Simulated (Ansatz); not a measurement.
Width of the whole s-p valence band (eV) along a series of related solids, from PBE0 (PAW; Ansatz, an electronic-structure program).

| solid | PBE0 |
|---|---|
| zinc-blende BP | 17.19 |
| zinc-blende AlP | 12.83 |
| zinc-blende GaP | 13.89 |
| zinc-blende InP | 12.82 |

Members of the series are missing where a level wasn't run or failed, where a doubt is noted on the run or the magnetic state, for phases of high temperature or layered ones, and where values are held back for tests.

Spin–orbit coupling is left out, also for the solids with elements from indium on (zinc-blende InP); its size isn't shown.

Cells: PBE0 at the measured cell. Ansatz's density-functional and Hartree–Fock values are scalar-relativistic unless marked +SOC, with PAW data made under PBE.
